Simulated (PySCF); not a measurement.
Compound: C4H9N.
SMILES: `[H]/N=C\C(C)C`

Vertical excitations from PySCF (density fitting, frozen core in the response, grid level 2 and gas phase unless stated; continuum runs use non-equilibrium linear response for the excitations) on a GFN2-xTB geometry. Reference run:

```tsv
settings	S1, eV (f)	S2, eV (f)	S3, eV (f)	S4, eV (f)	S5, eV (f)	S6, eV (f)	T1, eV (Tamm–Dancoff)	mean α (au)
PBE0/def2-SVPD, full TDDFT, 6 singlets	5.21 (0.001)	6.94 (0.009)	7.27 (0.039)	7.81 (0.035)	7.90 (0.000)	8.26 (0.204)	4.36	57.5
```

Problem. What do these settings give: B3LYP/def2-TZVP, full TDDFT, 25 singlets?

Solution. 
```csv
settings,"S1, eV (f)","S2, eV (f)","S3, eV (f)","S4, eV (f)","S5, eV (f)","S6, eV (f)","T1, eV (Tamm–Dancoff)",mean α (au)
"B3LYP/def2-TZVP, full TDDFT, 25 singlets",5.23 (0.001),6.94 (0.019),7.22 (0.033),8.09 (0.010),8.20 (0.200),8.21 (0.002),–,56.4
```

S1 moves by +0.02 eV; functional and basis change together, so the shift can't be laid on one. States are counted by energy in each run and needn't keep their character from row to row.

Problem. Which orbital pairs make up S1 in each run, and how does it sit against the orbital gap?

Solution. 
```tsv
settings	S1 configurations (weight)	S1 (eV)	orbital gap (eV)	S1 − gap (eV)
PBE0/def2-SVPD, full TDDFT, 6 singlets	H→L 0.99	5.21	7.24	-2.03
B3LYP/def2-TZVP, full TDDFT, 25 singlets	H→L 0.99	5.23	6.83	-1.60
```

Shape of the structure used: `[H]/[N:5]=[CH:4]\[CH:2]([CH3:1])[CH3:3]`: C1–C2–C4–N5 119°.

One conformer stands for the species.
